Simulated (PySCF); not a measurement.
Species: C₂H₃FO₂.
SMILES: `O=COCF`

Method: MP2 and CCSD/aug-cc-pVDZ in PySCF, restricted Hartree–Fock reference, frozen core, non-relativistic, gas phase, PBE0-D3(BJ)/def2-SVP geometry.

E(HF) = -326.69101 Eh.

Q: How large is the problem?

A: 142 basis functions and 40 electrons; 5 orbitals frozen, which leaves o = 15 correlated occupied and v = 122 virtual orbitals. That is o·v = 1830 singles and o·v(o·v + 1)/2 = 1675365 distinct closed-shell doubles amplitudes before symmetry; the costliest CCSD step grows as o²v⁴ = 5.0 × 10^10.

Q: What are the MP2 and CCSD correlation energies?

A: MP2 -0.8646 Eh and CCSD -0.8861 Eh, which gives totals of -327.55565 and -327.57709 Eh. That is 0.804 eV for each correlated electron at CCSD (2326 kJ/mol in all, 0.270 % of the total energy); MP2 gives 97.6 % of the CCSD value.

Q: What is the T1 diagnostic?

A: 0.0160, below the customary warning level of 0.02. It is the norm of the spatial-orbital singles amplitudes over the root of the number of correlated electrons, so the norm is 0.088.

Q: How does correlation change the dipole moment?

A: HF gives 2.54 D and CCSD (unrelaxed density) 2.16 D, a change of -0.38 D.

No triples correction and no basis-set extrapolation were made.

The job also held the EOM ionisation roots. On one thread, Arm Neoverse V1 (shared host), this took 4.7 min.

The values belong to the conformer `[O:1]=[CH:2][O:3][CH2:4][F:5]`: O1–C2–O3–C4 2°, C2–O3–C4–F5 88°.
